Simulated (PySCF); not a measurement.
# HAlB, doublet in 6-31G: errors against full CI

Geometry: a point of a stretch scan, not a stationary point.

| atom | x (Å) | y (Å) | z (Å) |
| --- | --- | --- | --- |
| B | 0.0000 | -0.2032 | 2.0802 |
| Al | 0.0000 | 0.1217 | -0.7653 |
| H | 0.0000 | -1.0778 | -1.8261 |

Basis 6-31G; PySCF 2.14.0. Only valence electrons are correlated (noble-gas cores frozen), which leaves 7 electrons in 18 orbitals. R marks a restricted (for open shells ROHF) determinant, U an unrestricted one.

Full CI is exact within this basis and frozen core; it isn't the basis-set limit. The frozen core follows each run's orbitals, which can shift R against U totals by a few meV.

The RHF row is the lowest restricted solution found. The determinant for coupled cluster was chosen by trial CCSD, here up to 0.09 eV above the lowest Hartree–Fock solution of its kind, and MP2 stands on that determinant too.

* UHF ⟨S²⟩: 1.306
* ⟨S²⟩ of the determinant under UCCSD: 0.785
* T1 diagnostic (ROHF- or RHF-based CCSD): 0.0715
* largest doubles amplitude (ROHF- or RHF-based CCSD): 0.155
* T1 diagnostic (UCCSD): 0.0874

```
   level  E − E(full CI) (kcal/mol)  share of correlation (%)  wall time
     RHF                      64.14                      0.00          –
    RMP2                      27.16                     57.66          –
    UMP2                      27.75                     56.73          –
   RCCSD                       2.88                     95.51          –
   UCCSD                       3.09                     95.18          –
RCCSD(T)                       1.25                     98.04     0.41 s
UCCSD(T)                       1.34                     97.91     0.38 s
  RCCSDT                       0.14                     99.79      6.2 s
  UCCSDT                       0.14                     99.78      6.8 s
```

The correlation energy at full CI, counted from RHF, is -2.781 eV. The search over symmetries took 4.5 min on 1 thread of Arm Neoverse V2, shared host; the state has 1,249,920 determinants.

Run but not shown, since their state, orbitals or frozen core can't be matched to the reference's or they repeat it: UHF.

Times are those of the correlated step on a shared host, with one SCF added for the restricted CCSD run; they ran on 1 thread of Arm Neoverse V2.

The full-CI state has the irrep A' of Cs, in the program's axes.

Natural occupations of full CI about the gap: 1.962 1.908 1.829 0.967 0.126 0.062 0.057 0.033 0.028 0.008; effectively unpaired electrons, Σ n²(2−n)², 1.22.
